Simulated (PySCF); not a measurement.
Species: tetramethylsilane, C4H12Si.
Structure used (GFN2-xTB), in Å, numbered top down from 1:
```
atom  x, y, z in Å
C1    -0.4066   -1.2134   -1.4194
Si2   -0.0012   -0.0007   -0.0018
C3     0.0081    1.7855   -0.6754
C4    -1.3198   -0.1549    1.3703
C5     1.7161   -0.4155    0.7216
H6    -1.3797   -1.0036   -1.8532
H7    -0.4187   -2.2416   -1.0702
H8     0.3270   -1.1480   -2.2173
H9     0.2425    2.5019    0.1064
H10   -0.9581    2.0579   -1.0892
H11    0.7465    1.9077   -1.4621
H12   -2.3121    0.0753    0.9941
H13   -1.3509   -1.1605    1.7791
H14   -1.1170    0.5258    2.1917
H15    1.7463   -1.4264    1.1171
H16    2.4931   -0.3368   -0.0328
H17    1.9775    0.2592    1.5312
```

Theory: TDDFT wB97X-D/def2-SVPD, vertical, gas phase, core orbitals frozen in the response in PySCF 2.14.0, density-fitted response routines.

Computed states:

| state | E (eV) | f |
| --- | --- | --- |
| S1 | 8.30 | 0.096 |
| S2 | 8.30 | 0.096 |
| S3 | 8.30 | 0.097 |
| S4 | 9.23 | 0.0000 |
| S5 | 9.41 | 0.061 |
| S6 | 9.42 | 0.061 |
| S7 | 9.42 | 0.060 |

Each state is given a Gaussian of 0.4 eV full width at half maximum, with ε(max) = 2.175×10⁸ f / Δν̃ (Δν̃ the width in cm⁻¹). The width is an assumption, not a result. The curve ends short of the highest state used, and states not computed would add to its high-energy end.

(1) What does the envelope look like, and where are its maxima?

(2) Coming from long wavelengths, where does ε first pass 100 L mol⁻¹ cm⁻¹?

Answers

(1) 
E (eV), ε (L mol⁻¹ cm⁻¹) and a bar:
```
     7.70         37 
     7.72         56 
     7.74         83 
     7.76        122 
     7.78        176 
     7.80        251 
     7.82        353 
     7.84        489 #
     7.86        669 #
     7.88        902 #
     7.90       1199 ##
     7.92       1573 ##
     7.94       2034 ###
     7.96       2595 ####
     7.98       3265 #####
     8.00       4051 ######
     8.03       5456 ########
     8.05       6539 ##########
     8.07       7729 ############
     8.09       9010 ##############
     8.11      10360 ################
     8.13      11747 ##################
     8.15      13136 ####################
     8.17      14488 ######################
     8.19      15759 ########################
     8.21      16905 ##########################
     8.23      17885 ############################
     8.25      18661 #############################
     8.27      19203 ##############################
     8.29      19489 ##############################
     8.31      19507 ##############################
     8.33      19256 ##############################
     8.35      18746 #############################
     8.37      17999 ############################
     8.39      17044 ##########################
     8.41      15917 ########################
     8.43      14660 #######################
     8.45      13316 ####################
     8.47      11929 ##################
     8.49      10540 ################
     8.51       9184 ##############
     8.53       7892 ############
     8.56       6126 #########
     8.58       5085 ########
     8.60       4163 ######
     8.62       3361 #####
     8.64       2677 ####
     8.66       2102 ###
     8.68       1629 ##
     8.70       1245 ##
     8.72        939 #
     8.74        700 #
     8.76        517 #
     8.78        379 #
     8.80        280 
     8.82        210
```

Maxima: 149 nm (8.30 eV), ε about 20000, made up of S1 (33%), S2 (33%) and S3 (34%) (ε in L mol⁻¹ cm⁻¹; maxima over ε = 5, shares over 10%).

(2) At about 160 nm (7.75 eV), 0.55 eV below S1.
